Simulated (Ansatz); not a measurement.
CO, singlet: the ladder up to RCCSDTQ

Geometry: MP2(full)/6-31G*, from the G2/97 set.

```
atom   x (Å)   y (Å)   z (Å)
   O  0.0000  0.0000  0.0000
   C  0.0000  0.0000  1.1503
```

Basis cc-pVTZ; Ansatz 0.2.0. Only valence electrons are correlated (noble-gas cores frozen), which leaves 10 electrons in 58 orbitals. Prefix R: restricted or restricted open-shell reference. Active spaces: valence = (10e, 8o) chosen from the atoms' valence shells.

Full CI isn't at hand for all of this; RCCSDTQ serves as the reference, and is uncertain by about the last step of the cluster series.

- UHF ⟨S²⟩: 0.000
- T1 diagnostic (RCCSD): 0.0197
- largest doubles amplitude (RCCSD): 0.070

From what is known of these methods and the diagnostics, rank them by the size of their error in total energy against RCCSDTQ in cc-pVTZ, smallest first (an estimate: the text doesn't fix the numbers).
A. CASSCF (valence space)
B. RCCSD(T)
C. RMP2
D. NEVPT2 (valence space)
E. RHF

B (3.1 kJ/mol), C (55.0 kJ/mol), D (115.5 kJ/mol), A (643.7 kJ/mol), E (996.8 kJ/mol).

All errors are against RCCSDTQ in cc-pVTZ. Within each family the higher level lies nearer, as is usual though not guaranteed.

Natural occupations of CASSCF (valence space) about the gap: 1.998 1.991 1.980 1.953 1.953 0.052 0.052 0.021; effectively unpaired electrons, Σ n²(2−n)², 0.04.
